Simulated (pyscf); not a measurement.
Single points on ωB97X-D3(BJ)/def2-SVP structures (PySCF, gas phase).

**Question.** Estimate by transition-state theory the rate constant of `[OH][Si]([OH])([OH])[F]` + `[FH]` -> `[OH][Si]([OH])([F])[F]` + `[OH2]` (singlet surface; O–Si, F–H broken, F–Si, H–O formed) at 298 K, with ωB97M-D3(BJ)/def2-TZVP energies (ideal gas, 1 atm, RRHO with modes under 100 cm⁻¹ raised to 100, one conformer, R ln 2 for rigid chiral ones; no tunnelling).

**Answer.** The electronic barrier is 10.4 kcal/mol and the thermal terms add +11.6, so ΔG‡ = 21.9 kcal/mol. With k_BT/h = 6.21e+12 s⁻¹ and RT = 0.592 kcal/mol, and a volume of 4.06e-20 cm³ per molecule at 1 atm, k = 2.1e-23 cm³ molecule⁻¹ s⁻¹. Wigner's tunnelling factor for 612i cm⁻¹ would be 1.36. A shift of 1 kcal/mol in the barrier changes k by a factor 5.4. On the reactant side the descent ends in a bound adduct, 8.1 kcal/mol under the separated species and 18.9 kcal/mol under the saddle at ωB97X-D3(BJ)/def2-TZVP. On the product side the descent ends in an adduct with a O–Si contact, 8.5 kcal/mol over the separated species and 11.0 kcal/mol under the saddle at ωB97X-D3(BJ)/def2-TZVP. What is counted as broken (O–Si) persists as a longer contact in the product adduct; parting that adduct is a step of its own. One saddle was located; it need not be the lowest between these sides.
